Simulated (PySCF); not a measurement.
Several structures and their simulated spectra, in scrambled order.

A. SMILES CC(C)(C)/C([SiH3])=C\C(=O)F
B. SMILES CO[C@@H]1C[C@@H]1C(=O)Cl
C. N-Methylformamide
D. SMILES CC(N)=O

Spectrum 1. ¹H NMR (300 MHz, computed): δ 3.58 (m, 1H), 3.49 (s, 3H), 2.30 (m, 1H), 1.55 (m, 1H), 0.85 (m, 1H). ¹³C{¹H} NMR (computed): δ 178.5 (C), 67.2 (CH), 60.3 (CH3), 33.7 (CH), 18.7 (CH2).

Spectrum 2. ¹H NMR (300 MHz, computed): δ 8.13 (d, J = 1.8 Hz, 1H), 4.27 (br, 1H), 3.12 (d, J = 5.5 Hz, 3H). ¹³C{¹H} NMR (computed): δ 160.1 (CH), 24.2 (CH3).

Spectrum 3. ¹H NMR (300 MHz, computed): δ 4.63 (br, 1H), 4.41 (br, 1H), 1.87 (d, J = 1.0 Hz, 3H). ¹³C{¹H} NMR (computed): δ 169.1 (C), 23.1 (CH3).

Spectrum 4. ¹H NMR (300 MHz, computed): δ 6.58 (m, 1H), 4.36 (s, 3H), 1.46 (s, 9H). ¹³C{¹H} NMR (computed): δ 200.2 (C), 162.4 (C), 131.4 (CH), 40.2 (C), 28.9 (CH3).

- σ from GIAO-PBE0/pcSseg-1
- geometry: GFN2-xTB
- couplings computed with B3LYP/pcJ-1
- run in PySCF 2.14.0 with density-fitted response routines
- one computed conformer, no solvent model, equivalent nuclei averaged, no relativistic terms

Chemical shifts δ = σref − σ; ¹H and ¹³C against TMS, all at this level. Multiplet labels drop J under 1 Hz and among equivalent protons, and merge close values. Unscaled 3J(H,H) run several per cent high. Splittings of carbon signals by F and P are missing where no couplings were computed. Where no couplings were computed, multiplicities follow the n + 1 count of equivalent neighbours, and m marks all less simple cases (inequivalent or close neighbours, rings, F or P nearby). Vicinal couplings that depend on rotamer populations or ring flexing (ring, CH–CH, X–H and H–F types) are those of the one conformer. Acid and N–H amide carbonyl carbons lie up to 10 ppm further downfield in solution (hydrogen bonding). Shifts are as computed. Against solution values, carbons near 30 ppm lie about +3 ppm off and those near 130 ppm about +5 ppm; carbons on Cl a further +6 ppm. Of 1211 compounds with measured shifts, 218 miss one by over three times the rms of a fit or turn the order of signals round; such compounds aren't used in these exercises. Groups on amide-type nitrogens are kept apart (slow C–N rotation). Carbons bonded to Cl come out too deshielded. OH and NH positions are gas-phase values without hydrogen bonding to other molecules.

Match each spectrum to its structure.

Answers

1–B, 2–C, 3–D, 4–A.

- Spectrum 1 (B): 5 ¹³C signals; δC 67.2 is a three-membered-ring carbon; δC 60.3 is a methyl carbon bonded to O.
- Spectrum 2 (C): 2 ¹³C signals; δC 160.1 is an amide carbonyl carbon; δH 4.27 is the hydrogen on an amide-type nitrogen.
- Spectrum 3 (D): 2 ¹³C signals; δC 169.1 is an amide carbonyl carbon; δC 23.1 is a methyl carbon α to a carbonyl.
- Spectrum 4 (A): 5 ¹³C signals; δC 200.2 is a β carbon of a C=C–C=O unit; δC 131.4 is an α carbon of a C=C–C=O unit.
